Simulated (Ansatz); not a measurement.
Geometry optimisation, RKS PBE0-D4/cc-pVDZ (Ansatz 0.2.0).

Input file:

```yaml
crystal:
  periodic: [false, false, false]
  atoms:
    - { symbol: Al, position_ang: [0.210736, -8.2e-05, 0.121735] }
    - { symbol: H, position_ang: [0.775233, 1.1e-05, 1.564031] }
    - { symbol: H, position_ang: [1.742029, 1.3e-05, -0.110701] }
    - { symbol: H, position_ang: [-1.158798, 5.7e-05, -0.668966] }
basis:
  gaussian: { orbitals: cc-pVDZ }
hamiltonian:
  xc: pbe0
  dispersion: d4
relax:
  f_tol: 0.03
  max_steps: 50
```

Run as:

```bash
$ ansatz run input.yaml --threads 1 --pin off --max-ram 2048MiB --backend cpu --events-out ev --progress --plain --runs-dir out
```

Question: Where does it end, and by what steps?

Answer: The forces met the threshold. After 4 steps the energy has fallen by 0.956 eV; H2 moved furthest, 0.46 Å.

```
step  energy less start (eV)  largest force component (eV/Å)  accepted
   0                  0.0000                           1.866       yes
   1                 -0.6237                           0.966       yes
   2                 -0.9151                           0.459       yes
   3                 -0.9545                           0.101       yes
   4                 -0.9556                           0.003       yes
```

```xyz
4
Properties=species:S:1:pos:R:3
Al 0.392 0.000 0.226
H 0.393 0.000 1.822
H 1.774 0.000 -0.571
H -0.990 0.000 -0.571
```

Whether the end is a true minimum wasn't checked by a vibrational analysis.

The run took 1.6 s on 1 thread of Intel(R) Xeon(R) 6975P-C (Granite Rapids) (shared host), peak memory 0.1 GiB.
